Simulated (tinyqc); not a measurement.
Worked calculation: G0W0 on RHF in the sto-3g basis, for HF, spin multiplicity 1. One step of it, computed by the program tinyqc.

Problem. Iteration 1: building the Fock matrix. J_ij = sum D_kl (ij|kl), K_ij = sum D_kl (ik|jl); F = H + J - 0.5 K; E = tr D H + tr D J / 2 - 0.25 tr D K + E_nn.

D at the start, lower triangle:
```
            1F 1s      1F 2s    1F 2px    1F 2py     1F 2pz     2H 1s
1F 1s    2.128591
1F 2s   -0.560366   2.439819
1F 2px   0.000000   0.000000  2.000000
1F 2py   0.000000   0.000000  0.000000  2.000000
1F 2pz  -0.044812   0.274373  0.000000  0.000000   2.227739
2H 1s    0.091098  -0.398731  0.000000  0.000000  -0.395977  0.121290
```

core Hamiltonian H = T + V (hartree), lower triangle:
```
             1F 1s       1F 2s     1F 2px     1F 2py     1F 2pz      2H 1s
1F 1s   -40.622943
1F 2s    -9.531970  -11.095229
1F 2px    0.000000    0.000000  -8.749894
1F 2py    0.000000    0.000000   0.000000  -8.749894
1F 2pz   -0.016166   -0.191375   0.000000   0.000000  -8.877242
2H 1s    -2.153849   -4.332544   0.000000   0.000000  -2.757883  -5.588360
```

Two-electron integrals (ij|kl) in chemists' order, unique and non-zero (hartree):
```
(11|11) 5.403501   (21|11) 0.841920   (21|21) 0.156299   (22|11) 1.268028
(22|21) 0.292344   (22|22) 0.926167   (31|31) 0.027998   (32|31) 0.043169
(32|32) 0.204588   (33|11) 1.264502   (33|21) 0.292403   (33|22) 0.925959
(33|33) 0.997514   (41|41) 0.027998   (42|41) 0.043169   (42|42) 0.204588
(43|43) 0.053770   (44|11) 1.264502   (44|21) 0.292403   (44|22) 0.925959
(44|33) 0.889973   (44|44) 0.997514   (51|51) 0.027998   (52|51) 0.043169
(52|52) 0.204588   (53|53) 0.053770   (54|54) 0.053770   (55|11) 1.264502
(55|21) 0.292403   (55|22) 0.925959   (55|33) 0.889973   (55|44) 0.889973
(55|55) 0.997514   (61|11) 0.192181   (61|21) 0.035340   (61|22) 0.065558
(61|33) 0.065463   (61|44) 0.065463   (61|51) 0.001428   (61|52) 0.002662
(61|55) 0.065756   (61|61) 0.008071   (62|11) 0.448768   (62|21) 0.104691
(62|22) 0.365711   (62|33) 0.360642   (62|44) 0.360642   (62|51) 0.007042
(62|52) 0.053198   (62|55) 0.375507   (62|61) 0.023949   (62|62) 0.172249
(63|31) 0.011410   (63|32) 0.065893   (63|53) 0.011405   (63|63) 0.026599
(64|41) 0.011410   (64|42) 0.065893   (64|54) 0.011405   (64|64) 0.026599
(65|11) 0.288392   (65|21) 0.068197   (65|22) 0.255220   (65|33) 0.244019
(65|44) 0.244019   (65|51) 0.015472   (65|52) 0.101641   (65|55) 0.277341
(65|61) 0.016310   (65|62) 0.147295   (65|65) 0.151768   (66|11) 0.568254
(66|21) 0.134739   (66|22) 0.539459   (66|33) 0.520407   (66|44) 0.520407
(66|51) 0.012385   (66|52) 0.128147   (66|55) 0.576926   (66|61) 0.031076
(66|62) 0.312707   (66|65) 0.310620   (66|66) 0.774606
```

nuclear repulsion = 5.38146316 hartree

Give: Coulomb J; exchange K; Fock matrix F; total energy of this density.

Solution.

Coulomb J (hartree), lower triangle:
```
         1F 1s  1F 2s  1F 2px  1F 2py  1F 2pz  2H 1s
1F 1s   21.045
1F 2s    4.036  9.981
1F 2px   0.000  0.000   9.975
1F 2py   0.000  0.000   0.000   9.975
1F 2pz   0.005  0.002   0.000   0.000   9.968
2H 1s    0.912  3.826   0.000   0.000   2.611  5.415
```

exchange K (hartree), lower triangle:
```
         1F 1s  1F 2s  1F 2px  1F 2py  1F 2pz  2H 1s
1F 1s   11.121
1F 2s    1.951  3.245
1F 2px   0.000  0.000   2.676
1F 2py   0.000  0.000   0.000   2.676
1F 2pz   0.002  0.008   0.000   0.000   2.668
2H 1s    0.463  1.103   0.000   0.000   0.560  0.539
```

Fock matrix F (hartree), lower triangle:
```
          1F 1s   1F 2s  1F 2px  1F 2py  1F 2pz   2H 1s
1F 1s   -25.139
1F 2s    -6.471  -2.736
1F 2px    0.000   0.000  -0.113
1F 2py    0.000   0.000   0.000  -0.113
1F 2pz   -0.012  -0.194   0.000   0.000  -0.243
2H 1s    -1.473  -1.058   0.000   0.000  -0.426  -0.443
```

total energy of this density = -97.78955 hartree
